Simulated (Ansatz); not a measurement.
AlH3S2 (`[SH][AlH][SH]`), relaxed with RKS PBE0-D4/def2-TZVP in the Gaussian-basis code of Ansatz from a PBE-D4/def2-SVP geometry. The force threshold is 0.005 eV/Å; the program also tests the step.

Charge 0, multiplicity 1.

Start:

```xyz
6

S     0.822   -0.766   -1.798
Al    0.054   -0.046    0.128
S    -1.580    1.415   -0.005
H     1.739   -1.576   -1.196
H     0.640   -0.544    1.520
H    -1.674    1.518    1.351
```

```csv
step,energy (eV),largest force (eV/Å),largest move (Å)
1,-28309.2081,0.474,0.000
2,-28309.2218,0.173,0.022
3,-28309.2233,0.016,0.006
4,-28309.2234,0.003,0.006
```

End:

```xyz
6

S     0.823   -0.767   -1.784
Al    0.050   -0.042    0.118
S    -1.573    1.406    0.004
H     1.723   -1.561   -1.178
H     0.630   -0.537    1.498
H    -1.654    1.502    1.342
```

Run time 17 s (2 threads of a server CPU on a shared host); peak host memory 0.4 GiB.
